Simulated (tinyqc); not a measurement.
Inside a calculation. Method: extended Hueckel theory, for N2. One step of it, computed by the program tinyqc.

Problem. Wolfsberg-Helmholz matrix. H_ij = K' S_ij (H_ii + H_jj)/2 for i != j (the diagonal keeps H_ii), with K' = K + D^2 + D^4 (1 - K), D = (H_ii - H_jj)/(H_ii + H_jj), K = 1.5.

overlap S:
```
            1N 2s    1N 2px    1N 2py     1N 2pz     2N 2s    2N 2px    2N 2py     2N 2pz
1N 2s    1.000000  0.000000  0.000000   0.000000  0.365289  0.000000  0.000000  -0.384105
1N 2px   0.000000  1.000000  0.000000   0.000000  0.000000  0.211084  0.000000   0.000000
1N 2py   0.000000  0.000000  1.000000   0.000000  0.000000  0.000000  0.211084   0.000000
1N 2pz   0.000000  0.000000  0.000000   1.000000  0.384105  0.000000  0.000000  -0.332110
2N 2s    0.365289  0.000000  0.000000   0.384105  1.000000  0.000000  0.000000   0.000000
2N 2px   0.000000  0.211084  0.000000   0.000000  0.000000  1.000000  0.000000   0.000000
2N 2py   0.000000  0.000000  0.211084   0.000000  0.000000  0.000000  1.000000   0.000000
2N 2pz  -0.384105  0.000000  0.000000  -0.332110  0.000000  0.000000  0.000000   1.000000
```

diagonal H_ii (eV): 1N 2s -26.000000, 1N 2px -13.400000, 1N 2py -13.400000, 1N 2pz -13.400000, 2N 2s -26.000000, 2N 2px -13.400000, 2N 2py -13.400000, 2N 2pz -13.400000

K = 1.500000

Give: H.

Solution.

H (eV):
```
           1N 2s    1N 2px    1N 2py    1N 2pz     2N 2s    2N 2px    2N 2py    2N 2pz
1N 2s   -26.0000    0.0000    0.0000    0.0000  -14.2463    0.0000    0.0000   12.0846
1N 2px    0.0000  -13.4000    0.0000    0.0000    0.0000   -4.2428    0.0000    0.0000
1N 2py    0.0000    0.0000  -13.4000    0.0000    0.0000    0.0000   -4.2428    0.0000
1N 2pz    0.0000    0.0000    0.0000  -13.4000  -12.0846    0.0000    0.0000    6.6754
2N 2s   -14.2463    0.0000    0.0000  -12.0846  -26.0000    0.0000    0.0000    0.0000
2N 2px    0.0000   -4.2428    0.0000    0.0000    0.0000  -13.4000    0.0000    0.0000
2N 2py    0.0000    0.0000   -4.2428    0.0000    0.0000    0.0000  -13.4000    0.0000
2N 2pz   12.0846    0.0000    0.0000    6.6754    0.0000    0.0000    0.0000  -13.4000
```
